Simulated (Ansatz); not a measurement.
`C=CC(C)=N` → 4 C• + 7 H• + N•  (atomization)

Program: Ansatz. Geometries: PBE0-D4/def2-TZVP. ΔE: electronic, gas phase. CBS: MP2 limit from def2 TZ/QZ plus the TZ coupled-cluster correction, frozen cores. This one scheme is used for every species, atoms too. Functionals use def2-TZVPP. No spin–orbit coupling; open shells (•) take unrestricted orbitals. Spin–orbit coupling would lower the free atoms: a little for C. Each species was taken in one conformer, which may not be the lowest.

What is ΔE at CCSD(T)/CBS? (Best estimate.)

Computed: +51.37 eV.

What do these levels give: ωB97M-V, PBE, HF/def2-QZVPP, SCS-MP2/def2-QZVPP, HF/CBS(def2), MP2/CBS(def2)? (An estimate is asked.)

The calculation gave: ωB97M-V 51.63, PBE 52.79, HF/def2-QZVPP 37.37, SCS-MP2/def2-QZVPP 51.57, HF/CBS(def2) 37.38, MP2/CBS(def2) 52.15 eV.

Largest T1 diagnostic among the species: 0.012.

In def2-TZVPP, CCSD(T) changes the Hartree–Fock value by +12.81 eV (the triples alone add +0.84 eV) and MP2 by +13.59 eV; breaking electron pairs costs correlation energy, which Hartree–Fock lacks. From PBE to PBE0 (25 % exact exchange), in def2-TZVPP and without D4, ΔE moves by −1.05 eV: exact exchange takes away binding that semilocal exchange gives to molecules.

For atomizations the MP2-based limit and the directly extrapolated one differ by several kJ/mol either way, and by 10 to 25 for some Ge, Se and Sn compounds, so smaller differences from it don't rank the levels.
